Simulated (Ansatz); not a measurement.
bcc Li, treated with r²SCAN-D4 (Ansatz, a first-principles code, PAW).

Numerical settings: plane-wave cutoff 560 eV, 22×22×22 k mesh, Fermi–Dirac smearing 0.05 eV, scalar-relativistic PAW data made under PBE.

Pressure at four volumes; x = ln(V/20.924 Å³). One pressure is withheld.

| V (Å³/atom) | x | P (GPa) |
|---|---|---|
| 19.669 | -0.0619 | 0.904 |
| 20.924 | 0.0000 | 0.003 |
| 21.761 | 0.0392 | -0.480 |
| 22.180 | 0.0583 | ? |

Q: Pass a parabola P(x) through the three rows shown, estimate the bulk modulus and its pressure derivative near zero pressure, and predict the withheld pressure.

A: Slopes between the rows: (0.003 − (0.904))/(0.0000 − (-0.0619)) = -14.56 and (-0.480 − (0.003))/(0.0392 − (0.0000)) = -12.32 GPa. Their difference over the span 0.1011 is c = 2.24/0.1011 = 22.2 GPa, so P(x) = 0.904 + (-14.56)(x − (-0.0619)) + 22.2 (x − (-0.0619))(x − (0.0000)). At the middle row B = −dP/dx = −[-14.56 + 22.2 × 0.0619] = 13.2 GPa, and B′ = dB/dP = 2c/B = 3.4. At x = 0.0583 the parabola gives -0.691 GPa; the run gives -0.692 GPa. The Birch–Murnaghan fit to the energies at all volumes has B0 = 13.1 GPa and B′ = 3.3.

Measured, for comparison: bulk modulus 13.8 GPa (corrected for temperature and zero-point phonon effects, our sources range from 13.1 to 13.9; as tabulated in Levämäki et al. (2014), arXiv:1402.3671). Computed (rounded) less measured: bulk modulus -5 % (inside the range of the sources held).
